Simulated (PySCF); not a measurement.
SiH4, SMILES [SiH4]. Coordinates come from a ωB97X-D3(BJ)/def2-TZVPD optimisation. The isomer is the one that the SMILES or the coordinates give; other isomers of the formula were not compared.

TDA-ωB97X/def2-TZVPD in PySCF 2.14.0 puts the lowest singlet excitations at 9.27, 9.27, 9.27, 9.54, 9.54, 9.60 eV.

### Question
What are the lowest excitation roots from ADC(2)/aug-cc-pVDZ run with PySCF 2.14.0? (An estimate is asked for; the answer gives what the named calculation found.)

### Answer
9.49, 9.49, 9.49, 9.60, 9.60, 9.60 eV. S1 differs by 0.22 eV (second minus first; roots are paired by order, and the bases may differ).
